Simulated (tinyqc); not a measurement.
A ladder of methods, and size consistency: correlation methods against full CI in the sto-3g basis, for LiH, spin multiplicity 1. Computed by the program tinyqc with PySCF. 

Geometry (angstrom):
```
atom       x       y       z
Li    0.0000  0.0000  0.0000
H     0.0000  0.0000  1.5620
```

RHF energy of one = -7.862864 hartree

All electrons correlated; +Q is the Davidson correction (1 - c0^2) E_corr. The last columns treat two copies 100 angstrom apart as one system. FCI is the lowest singlet.

Correlation energies (hartree):
```
method   E_corr of one  share of FCI (%)  E_corr of two at 100 angstrom  two minus twice one (mhartree)
MP2           -0.01262            63.511                       -0.02523                       -2.25e-05
CISD          -0.01985            99.935                       -0.03879                           0.910
CISD+Q        -0.02034           102.381                       -0.04050                           0.172
CCSD          -0.01985            99.949                       -0.03971                       -4.93e-05
CCSD(T)       -0.01986            99.990                       -0.03972                       -4.92e-05
FCI           -0.01986           100.000                              -                               -
```

MP2 recovers 64 %, CISD 99.9 % and CCSD 99.9 % of the FCI value (c0^2 = 0.976 in CISD). MP2 and coupled cluster are size consistent, so their last column vanishes but for a trace of long-range electrostatics; CISD loses 0.91 mhartree, since a double excitation on each copy is a quadruple of the pair, and the Davidson correction leaves +0.17.
